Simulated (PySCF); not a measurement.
**Löwdin shares of the frontier orbitals**

Compound: sulfuryl chloride, Cl2O2S.
Z-matrix (Å and degrees, PBE0-D3(BJ)/def2-SVP geometry), rows numbered from 1:
```
O 
S   1  1.4361
O   2  1.4357  1  123.47
Cl  2  2.0527  1  107.92  3   126.73
Cl  2  2.0542  1  107.92  3  -126.74
```

Computed with TDDFT CAM-B3LYP/def2-SVPD, vertical, gas phase, core orbitals frozen in the response in PySCF.

Frontier orbitals with the atoms that hold most of them (Löwdin shares over 4%, at most four atoms; ? is withheld):

```json
{"orbital": "HOMO-3", "ε (eV)": "-12.32", "atoms": "Cl5 26%, Cl4 26%, O1 19%, O3 19%"}
{"orbital": "HOMO-2", "ε (eV)": "-11.52", "atoms": "Cl5 45%, Cl4 45%, O1 6%"}
{"orbital": "HOMO-1", "ε (eV)": "-11.50", "atoms": "Cl4 37%, Cl5 30%, O3 17%, O1 14%"}
{"orbital": "HOMO", "ε (eV)": "-11.49", "atoms": "O3 27%, O1 26%, Cl5 26%, Cl4 19%"}
{"orbital": "LUMO", "ε (eV)": "-2.65", "atoms": "?"}
{"orbital": "LUMO+1", "ε (eV)": "-0.43", "atoms": "S2 32%, Cl4 19%, Cl5 19%, O1 15%"}
{"orbital": "LUMO+2", "ε (eV)": "0.60", "atoms": "S2 44%, Cl4 18%, Cl5 18%, O1 10%"}
```

(1) Give the leading atoms of the LUMO.

(2) The HOMO–LUMO gap is 8.84 eV. Where does the response calculation put the lowest singlet, and from which orbitals?

## Answers

(1) Cl5 (bonded to S) 30%; Cl4 (bonded to S) 30%; S2 (bonded to 2 Cl and 2 O) 24%; O1 (bonded to S) 8%. By element: chlorine 60%, sulfur 24%, oxygen 8% or more.

(2) S1 is at 4.86 eV (f = 0.0003), 3.99 eV below the gap, made of HOMO-2→LUMO (96%). 

Next come S2 at 4.87 eV (f 0.0000), HOMO-1→LUMO (95%); S3 at 4.96 eV (f 0.0020), HOMO→LUMO (96%); S4 at 6.07 eV (f 0.0039), HOMO-4→LUMO (70%), HOMO-6→LUMO (19%), HOMO-2→LUMO+1 (10%); S5 at 6.47 eV (f 0.201), HOMO-3→LUMO (93%).

Löwdin shares depend on the basis, the more so with diffuse functions.
